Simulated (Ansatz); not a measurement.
Sulfur hexafluoride, F₆S, relaxed with RKS PBE0-D4/def2-TZVP in the Gaussian-basis code of Ansatz from a GFN2-xTB geometry. The force threshold is 0.005 eV/Å; the program also tests the step.

Total charge 0; spin multiplicity 1.

Start:

```xyz
7

F     0.610    0.320    1.434
S     0.000    0.000    0.000
F    -1.467    0.203    0.578
F     1.467   -0.203   -0.579
F    -0.609   -0.321   -1.433
F    -0.067   -1.544    0.373
F     0.067    1.545   -0.373
```

Q: How much energy does the relaxation release, and in how many steps? (Estimate.)

A: Computed: 7.26 kJ/mol, in 4 steps.

Q: Which bonds change most? (An estimate is asked.)

A: The calculation gave: F1–S2 from 1.591 to 1.565 Å; S2–F7 from 1.590 to 1.565 Å; S2–F6 from 1.590 to 1.565 Å; S2–F3 from 1.590 to 1.565 Å.

Q: Give the relaxed structure. (An estimate is asked.)

A: The calculation gave: 
```xyz
7

F     0.600    0.315    1.411
S     0.000    0.000    0.000
F    -1.444    0.200    0.570
F     1.444   -0.200   -0.570
F    -0.600   -0.315   -1.411
F    -0.066   -1.520    0.367
F     0.066    1.520   -0.367
```
